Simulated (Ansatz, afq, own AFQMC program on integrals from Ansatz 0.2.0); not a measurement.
**CH2⁺, doublet in cc-pVDZ, levels against full CI**

```yaml
atoms:
  - { symbol: C, position_ang: [0.0000, 0.0000, 0.0000] }
  - { symbol: H, position_ang: [0.0000, 0.0000, -1.9476] }
  - { symbol: H, position_ang: [0.0000, 0.0000, 1.9476] }
```

Basis cc-pVDZ. Noble-gas cores (and the filled d shells of Ga–Kr and In–Xe) are frozen. Ansatz 0.2.0 and our own AFQMC program on the same integrals; the CISD trial comes from CCSD amplitudes, and released means the phaseless constraint is let go. Uncertainties: one standard error, sampling alone.

Determinant: UHF, the one that the program's search chose, which needn't be the lowest solution. The geometry is a point of a scan.

Full CI on the same integrals is exact in this basis and with this determinant's frozen core.

Cautions: strong correlation (T1 0.121, weight of the determinant 0.71, largest double 0.24); unrestricted determinant spin contaminated (⟨S²⟩ 1.60 against 0.75); CCSD(T) is in doubt: in a space of 5 electrons in 8 natural orbitals full CI lies 137 meV below it; the released energies have errors that jump between times, so the bars are unsure, so no released level is given (meV from the phaseless value at times in 1/Eh: -13.4 ± 1.9 at 0.24, -21 ± 4 at 0.51, -40.1 ± 1.7 at 0.99, -32 ± 17 at 1.62, -56.7 ± 2.3 at 2.40); the ph-AFQMC/CISD walk drifts between its halves (3.0 errors).

```
T1 diagnostic                               : 0.1213
weight of the determinant in the CISD state : 0.713
⟨S²⟩ of the determinant                     : 1.602
size of the correlated space                : 5 electrons in 23 orbitals
```

| level | correlation energy (eV) |
| --- | --- |
| MP2 | -1.4929 |
| CCSD | -2.6506 |
| CCSD(T) | -2.7776 |

**Question.** Estimate where full CI lies against CCSD(T) on the same integrals.

**Answer.** 5.57 mEh below CCSD(T).

Reference: full CI, correlation energy -2.929 eV. The cautions show a poor starting determinant, so the rows tell how each method copes with it here, and full CI is the sure value.

| level | E − E(reference) (mEh) | share of correlation (%) |
| --- | --- | --- |
| CCSD(T) | 5.57 | 94.82 |
| CCSDT | 0.78 | 99.27 |
| CCSDT(Q) | 0.21 | 99.80 |
| CCSDTQ | 0.00 | 100.00 |
| ph-AFQMC/CISD | 3.10 ± 0.08 | 97.12 |

CCSDT and higher add their correlation energy to the determinant of the CCSD(T) run, since their own runs factorise the integrals more tightly (a shift of under 2 meV).
